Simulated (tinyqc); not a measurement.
Worked calculation: RHF in the sto-3g basis, for H2O, spin multiplicity 1. One step of it, computed by the program tinyqc.

Task: Iteration 1: diagonalisation and new density. Diagonalise F' = X^T F X, C = X C', fill 5 alpha and 5 beta electrons from the bottom; D = 2 C_occ C_occ^T. Each column has its largest component positive (the first on a tie).

Fock matrix F (hartree), lower triangle:
```
             1O 1s      1O 2s     1O 2px     1O 2py     1O 2pz      2H 1s      3H 1s
1O 1s   -20.367986
1O 2s    -5.200049  -2.563280
1O 2px    0.000000   0.000000  -0.257418
1O 2py   -0.000067  -0.000664   0.000000  -0.341651
1O 2pz   -0.008902  -0.089878   0.000000  -0.000421  -0.313139
2H 1s    -0.820830  -0.850875   0.000000  -0.304774  -0.278196  -0.396208
3H 1s    -0.813931  -0.845707   0.000000   0.303366  -0.277033  -0.302172  -0.392648
```

X, lower triangle:
```
            1O 1s      1O 2s    1O 2px     1O 2py     1O 2pz      2H 1s     3H 1s
1O 1s    1.023532
1O 2s   -0.135835   1.145902
1O 2px   0.000000   0.000000  1.000000
1O 2py  -0.000044   0.000536  0.000000   1.066097
1O 2pz  -0.007177   0.067982  0.000000   0.000270   1.037278
2H 1s    0.018464  -0.211954  0.000000  -0.166266  -0.116604   1.120194
3H 1s    0.018364  -0.210162  0.000000   0.165395  -0.115741  -0.061495  1.118791
```

Give: F' = X^T F X; orbital energies; coefficients C; D after iteration 1.

Result:

F' = X^T F X (hartree), lower triangle:
```
          1        2        3        4        5        6        7
1  -19.9928
2   -2.6864  -1.4573
3    0.0000   0.0000  -0.2574
4   -0.0001   0.0004   0.0000  -0.1784
5   -0.0304   0.0569   0.0000   0.0002  -0.2182
6   -0.0901  -0.4322   0.0000  -0.3218  -0.2371  -0.0183
7   -0.0884  -0.4290   0.0000   0.3204  -0.2357  -0.1093  -0.0188
```

orbital energies (hartree): MO1 -20.3765, MO2 -1.3618, MO3 -0.5174, MO4 -0.4030, MO5 -0.2574, MO6 0.3452, MO7 0.4298

coefficients C:
```
            MO1      MO2      MO3      MO4     MO5      MO6      MO7
1O 1s    0.9944  -0.2423   0.0006   0.0802  0.0000   0.1133  -0.0026
1O 2s    0.0240   0.9018  -0.0029  -0.4024  0.0000  -0.6702   0.0160
1O 2px   0.0000   0.0000   0.0000   0.0000  1.0000   0.0000   0.0000
1O 2py   0.0000   0.0006   0.7139  -0.0025  0.0000   0.0164   0.8256
1O 2pz   0.0021   0.0736   0.0026   0.8015  0.0000  -0.6779   0.0147
2H 1s   -0.0039   0.1348   0.3674   0.2764  0.0000   0.7079  -0.7838
3H 1s   -0.0038   0.1338  -0.3661   0.2790  0.0000   0.7380   0.7526
```

D after iteration 1, lower triangle:
```
          1O 1s    1O 2s  1O 2px   1O 2py  1O 2pz    2H 1s   3H 1s
1O 1s    2.1079
1O 2s   -0.4540   1.9516
1O 2px   0.0000   0.0000  2.0000
1O 2py   0.0002  -0.0011  0.0000   1.0194
1O 2pz   0.0970  -0.5123  0.0000  -0.0003  1.2956
2H 1s   -0.0283   0.0182  0.0000   0.5234  0.4648   0.4592
3H 1s   -0.0281   0.0187  0.0000  -0.5239  0.4650  -0.0787  0.4595
```
